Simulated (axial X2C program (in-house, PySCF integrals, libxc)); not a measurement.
# SF⁺: from Re and ωe to a spectrum

A bond curve at the CCSD(T) level, with spin–orbit coupling, was computed with an axial X2C code built on PySCF integrals (basis S dyall-av3z [9s8p3d2f], F dyall-av3z [7s6p3d2f] (cores contracted in-house)) for the state Ω = 1 (⟨Sz⟩ = 1.00, ⟨Lz⟩ = 0.00 at HF). Its fit gives Re = 1.5245 Å, ωe = 999.8 cm⁻¹, ωexe = 5.39 cm⁻¹ and αe = 4.655e-03 cm⁻¹; the masses are 31.9721 and 18.9984 u. Two-component means X2C with spin–orbit coupling and atomic mean-field Coulomb and Gaunt terms.

Correlated methods: 12 electrons correlated (number of frozen shells: S 2 s, 1 p; F 1 s), 196 virtual spin orbitals or spinors in MP2, 90 natural virtuals in coupled cluster.

Q: Find the reduced mass, Be and the force constant.

A: From the CCSD(T) values: μ = 11.9171 u. Be = 16.8576/(μ Re²) = 0.6087 cm⁻¹. k = 5.8918×10⁻⁷ μ ωe² = 7.02 mdyn/Å.

Q: Estimate De from a Morse curve and compare with the computed well depth of 3.480 eV to S+ + F.

A: De(Morse) = ωe²/(4ωexe) = 5.748 eV against 3.480 eV computed, a ratio of 1.65. The extrapolation overshoots: the well softens faster than a Morse curve, or the lowest atomic limit lies below the one to which the curve heads.

Q: Estimate the centrifugal constant by the Kratzer relation.

A: D = 4Be³/ωe² = 9.02e-07 cm⁻¹.

Q: Where do the fundamental and the first overtone lie?

A: ν(1←0) = ωe − 2ωexe = 989.0 cm⁻¹; ν(2←0) = 2ωe − 6ωexe = 1967.3 cm⁻¹.

Q: A Morse curve ties αe to the other constants (Pekeris). How well does that hold?

A: αe(Morse) = 6Be²/ωe × (√(ωexe/Be) − 1) = 4.393e-03 cm⁻¹; the CCSD(T) curve gives 4.655e-03 cm⁻¹, a ratio of 0.94.

Occupations by symmetry block were frozen at the best pattern of an incomplete PBE0 search. De is counted from the lowest determinant-based energies of the atoms at the same level, without counterpoise correction. CCSD and (T) use frozen natural virtuals with an MP2 correction for the truncation; (T) itself is uncorrected, so its De runs slightly low. With several unpaired electrons one determinant need not be a pure state. Open-shell Ω = 0 determinants with evenly filled partner blocks cannot be reached by this program, so the Ω shown need not be the lowest component. This is the Ω = 1 component of a π² triplet; the 0⁺ component is not one determinant and can lie lowest.
